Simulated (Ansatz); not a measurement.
Start from `O=CC(O)S` and change one atom or group to get `O=CC(F)S`.

Ansatz, PBE0-D4/def2-TZVP geometries, multiplicity 1. Each molecule was computed in one conformer, which needn't be the lowest.

```json
{"property": "LUMO energy (PBE/def2-TZVPP) / eV", "`O=CC(O)S`": "-2.56"}
{"property": "HOMO–LUMO gap (ωB97M-V/def2-TZVPP) / eV", "`O=CC(O)S`": "10.63"}
{"property": "ideal-gas entropy at 298 K and 1 bar (rigid rotor, harmonic PBE0-D4/def2-TZVP) / J/(mol·K)", "`O=CC(O)S`": "318"}
{"property": "HOMO–LUMO gap (B3LYP/def2-TZVPP) / eV", "`O=CC(O)S`": "5.63"}
{"property": "LUMO energy (PBE0/def2-TZVPP) / eV", "`O=CC(O)S`": "-1.46"}
{"property": "HOMO energy (B3LYP/def2-TZVPP) / eV", "`O=CC(O)S`": "-7.35"}
```

(1) What does the change do to each property? (Estimate.)

Answers

(1) Ansatz gave: 
| property | `O=CC(F)S` | shift |
| --- | --- | --- |
| LUMO energy (PBE/def2-TZVPP) / eV | -2.91 | -0.35 |
| HOMO–LUMO gap (ωB97M-V/def2-TZVPP) / eV | 10.67 | 0.04 |
| ideal-gas entropy at 298 K and 1 bar (rigid rotor, harmonic PBE0-D4/def2-TZVP) / J/(mol·K) | 322 | 4 |
| HOMO–LUMO gap (B3LYP/def2-TZVPP) / eV | 5.51 | -0.12 |
| LUMO energy (PBE0/def2-TZVPP) / eV | -1.71 | -0.25 |
| HOMO energy (B3LYP/def2-TZVPP) / eV | -7.51 | -0.16 |

With PBE0 the HOMO falls by 0.17 eV and the LUMO falls by 0.25 eV, so the gap narrows by about 0.08 eV. PBE moves the HOMO by -0.15 eV and ωB97M-V by -0.19 eV. The zero-point energy changes by -34.6 kJ/mol with -3 modes.

B3LYP here is the variant with VWN-RPA as its local correlation; programs differ in this.
